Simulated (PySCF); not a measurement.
Bond curve of BO

Set-up: PySCF, no relativity, basis sets B cc-pVDZ, O cc-pVDZ. Energies in eV from B + O in their ground configurations at the same level. All curves are PBE0. state 1: ²Σ⁺ (doublet), unpaired electrons σ ↑; state 2: quartet, unpaired electrons σ ↑, π ↑↑, a mixture of terms (⟨Lz²⟩ = 2.0), a second solution, started from another occupation.

```json
{"R (Å)": "1.039", "state 1": "-6.474", "state 2": "2.754"}
{"R (Å)": "1.087", "state 1": "-7.463", "state 2": "0.955"}
{"R (Å)": "1.135", "state 1": "-8.020", "state 2": "-0.357"}
{"R (Å)": "1.172", "state 1": "-8.221", "state 2": "-1.091"}
{"R (Å)": "1.208", "state 1": "-8.278", "state 2": "-1.650"}
{"R (Å)": "1.244", "state 1": "-8.219", "state 2": "-2.067"}
{"R (Å)": "1.293", "state 1": "-8.003", "state 2": "-2.445"}
{"R (Å)": "1.353", "state 1": "-7.575", "state 2": "-2.696"}
{"R (Å)": "1.425", "state 1": "-6.918", "state 2": "-2.766"}
{"R (Å)": "1.522", "state 1": "-5.926", "state 2": "-2.608"}
```

Put a parabola through the three lowest points of the state 1 curve and estimate Re, k and ωe (reduced mass 6.521 u; 1 eV/Å² = 0.16022 mdyn/Å; ωe = 1302.8·√(k/μ) cm⁻¹).

Through R = 1.172, 1.208, 1.244 Å the second-order coefficient is 44.8 eV/Å², so Re ≈ 1.208 Å, k ≈ 14.3 mdyn/Å and ωe ≈ 1932 cm⁻¹. A polynomial fit of higher order to the unrounded PBE0 energies gives Re = 1.206 Å, k = 14.1 mdyn/Å, ωe = 1919 cm⁻¹; anharmonicity and rounding make the difference.

The higher-order fit for each curve: state 1: Re = 1.206 Å, ωe = 1919 cm⁻¹, De = 8.28 eV; state 2: Re = 1.414 Å, ωe = 1192 cm⁻¹, minimum 2.77 eV below the ground-state fragments.

Counting both spins, an empty level lies below a filled one in some of these solutions, because spin and occupation are held. The state was picked by a PBE0 search and need not be the measured ground state.
